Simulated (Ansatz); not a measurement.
A single point on silicon tetrachloride (`Cl[Si](Cl)(Cl)Cl`).

```yaml
crystal:
  periodic: [false, false, false]
  atoms:
    - {symbol: Cl, position_ang: [-0.962609, -0.087550, 1.762345]}
    - {symbol: Si, position_ang: [0.009988, -0.014739, -0.008282]}
    - {symbol: Cl, position_ang: [1.655366, -1.185914, 0.078071]}
    - {symbol: Cl, position_ang: [-1.212126, -0.676853, -1.476072]}
    - {symbol: Cl, position_ang: [0.559280, 1.891354, -0.397461]}
basis:
  gaussian: {orbitals: def2-QZVPP}
correlation: {method: mp2}
```

```sh
$ ansatz run in.yaml --threads 2 --pin off --events-out ev --progress --plain
```

It prints (some lines left out):

```
Functional definition: HF
2072 factors; integrals over basis functions are off by at most 4.8e-4 eV
mean field evaluation 1: about -57884.2344 eV, gradient 2.2e1 eV
mean field evaluation 2: about -57884.4558 eV, gradient 2.3e1 eV
mean field evaluation 4: about -57885.9440 eV, gradient 2.3e0 eV
mean field evaluation 8: about -57885.9762 eV, gradient 1.5e-1 eV
mean field -57885.97636160 eV, -2127.2703947649 hartree, gradient 3.9e-6 eV, S^2 0.000000; 0 other end points of the search recorded, 0 dependent functions left out
25 core orbitals not correlated: weight in the atoms' cores, before any rotation towards them, 1.000 or more for the frozen orbitals, at most 0.000 for the correlated occupied ones
reference -57885.97636160 eV, -2127.2703947649 hartree; 16, 16 occupied and 309, 309 virtual orbitals, 2072 factors
second order -25.95876938 eV of doubles, -0.00000000 eV of singles
Total energy: -57911.93513098 eV, -2128.2243619442 hartree
```

Run time 15 s (2 threads of a server CPU on a shared host); peak host memory 1.4 GiB.
